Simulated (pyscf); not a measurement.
Hydrogen abstraction: `[SiH3][Cl]` + `[H]` [doublet] -> `[SiH2][Cl]` [doublet] + `[H][H]`

Gas phase, doublet surface, charge 0. Bonds broken: Si1–H4. Bonds formed: H3–H4. Structures and frequencies: ωB97X-D3(BJ)/def2-SVP in PySCF.

Transition state (Å):

```xyz
6

Si     0.5973     0.1618     0.1285
Cl     1.5533     1.8303    -0.6197
H     -1.9932     0.1540    -0.8934
H     -0.8774     0.1373    -0.4398
H      1.3236    -1.0578    -0.3143
H      0.5597     0.2440     1.6128
```

One imaginary mode, 1021i cm⁻¹; descent along it reached the two sides named.

```tsv
bond	change	reactant side (Å)	saddle	product side
Si1–H4	breaks	1.486	1.581	3.1
H3–H4	forms	3.4	1.205	0.761
```

Electronic energies relative to the separated reactants (kcal/mol):

| level | barrier | reaction energy | reverse barrier |
|---|---|---|---|
| ωB97X-D3(BJ)/def2-TZVP | 5.0 | -11.2 | 16.2 |
| PBE/def2-TZVP | 0.0 | -14.7 | 14.7 |
| r²SCAN/def2-TZVP | -0.8 | -15.7 | 14.9 |
| B3LYP-D3(BJ)/def2-TZVP | 0.3 | -15.3 | 15.6 |
| PBE0-D3(BJ)/def2-TZVP | 1.9 | -12.7 | 14.6 |
| M06-2X/def2-TZVP | 5.7 | -14.3 | 20.1 |
| ωB97M-D3(BJ)/def2-TZVP | 5.0 | -11.4 | 16.4 |
| HF/def2-TZVP | 13.6 | -6.5 | 20.1 |

With ωB97M-D3(BJ)/def2-TZVP energies and thermal terms (ideal gas, 1 atm, RRHO with modes under 100 cm⁻¹ raised to 100, one conformer, R ln 2 for chiral ones without a mode under 150 cm⁻¹), in kcal/mol:

```
T (K)  ΔH‡   ΔG‡     ΔH     ΔG
-----  ---  ----  -----  -----
298    3.4   9.0  -10.8  -12.7
600    3.1  14.8  -10.7  -14.8
900    3.0  20.6  -11.2  -16.7
1200   2.9  26.5  -11.8  -18.4
```

At r²SCAN this geometry lies under the reactants; that is no barrier but a single point on another level's saddle; such a level's own saddle, if it has one, lies nearer that side and is low. One saddle was located; it need not be the lowest between these sides. The angle at the transferred H is 178°.
